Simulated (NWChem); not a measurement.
**Correlation energy of diphosphorus (P2)**

SMILES: P#P
```xyz
2

P      0.0000     0.0000     0.9455
P      0.0000     0.0000    -0.9455
```
Charge 0, spin multiplicity 1.

Everything below was run with NWChem. Structure: optimised with PBE0/def2-SVP, a minimum by its harmonic frequencies.

Basis set: 3-21G. Each correlation energy counts from its own Hartree-Fock reference.

The correlated methods keep 10 core orbitals frozen. No row is a measurement; the coupled-cluster row has its own basis-set and correlation limits.

### Question
One of these methods gave a correlation energy of -146.5 mHa. Which?
(A) SCS-MP2
(B) MP2
(C) CR-CCSD[T]

### Answer
C, CR-CCSD[T]. The others give -143.2 (MP2), -138.7 (SCS-MP2).
